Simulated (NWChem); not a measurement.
System: LiH; SMILES [LiH]

Computed with NWChem. Geometry: optimised at PBE-D3(BJ)/def2-SVP.

Task: Taking PBE/def2-QZVP as the yardstick, which of these has the fewest basis functions while keeping “highest occupied level (eV)” within 0.05 eV of it: PBE/STO-3G; PBE/def2-SVPD; PBE/def2-SVP; PBE/def2-TZVPP; PBE/def2-TZVPD; PBE/def2-TZVP?

Result: PBE/def2-TZVP.
```csv
level,basis functions,highest occupied level (eV)
PBE/STO-3G,6,-3.84
PBE/def2-SVP,14,-4.28
PBE/def2-SVPD,20,-4.30
PBE/def2-TZVP,20,-4.39
PBE/def2-TZVPD,26,-4.37
PBE/def2-TZVPP,33,-4.37
PBE/def2-QZVP,65,-4.36
```

The yardstick is one finite set, not the basis-set limit.
